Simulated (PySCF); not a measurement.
Start geometry of `[H]/P=C\CC` from GFN2-xTB (Å):
```
atom  x, y, z in Å
C1    -1.3242   -0.3639    0.0841
C2     0.1026   -0.4401   -0.3905
C3     0.7940    0.8615   -0.2087
P4     2.1503    1.1973    0.7866
H5    -1.8716    0.4384   -0.4738
H6    -1.3881   -0.1005    1.1396
H7    -1.8502   -1.2833   -0.0878
H8     0.1343   -0.6917   -1.4567
H9     0.6171   -1.2245    0.1814
H10    0.4011    1.6908   -0.7548
H11    2.2729   -0.1098    1.3049
```

**Question.** What comes out of this run: PBE0-D3(BJ)/def2-SVP geometry optimisation, gas phase in PySCF 2.14.0?

**Answer.** 
```
atom  x, y, z in Å
C1    -1.3511   -0.3842   -0.0894
C2     0.1525   -0.4315   -0.3510
C3     0.8258    0.8746   -0.0875
P4     2.0340    1.2773    0.9979
H5    -1.8410    0.3910   -0.6992
H6    -1.5585   -0.1577    0.9674
H7    -1.8225   -1.3488   -0.3315
H8     0.3228   -0.7026   -1.4103
H9     0.6209   -1.2244    0.2539
H10    0.4487    1.7132   -0.6936
H11    2.2065   -0.0335    1.5664
```

The energy falls by 2.5 kcal/mol over 8 energy and gradient evaluations, the largest force component goes from 0.0372 to 4.4e-04 Eh/bohr, and the atoms move by 0.047 Å rms after alignment. The bond that changes most is C3=P4 (ends: carbon bonded to C, P and H; phosphorus bonded to C and H), which shortens by 0.042 Å. Bonds longer at the end by more than 0.005 Å: 7 of 10; shorter: 2. Among the angles that change most is C2–C3–P4, from 127.6° to 130.6°. Rotational constants go from 20054, 2596, 2587 to 20713, 2550, 2534 MHz. The orientation of the end geometry is arbitrary; only internal coordinates are fixed.

The run used 95 basis functions and 55 SCF cycles in all. Time: 21 s of wall time; peak memory 0.39 GiB. Hardware: Arm Neoverse V1, one thread, shared host with 32 logical CPUs at a one-minute load of 6.4.

Whether it is a minimum is left open (no frequencies). The numbers are those of one conformer.
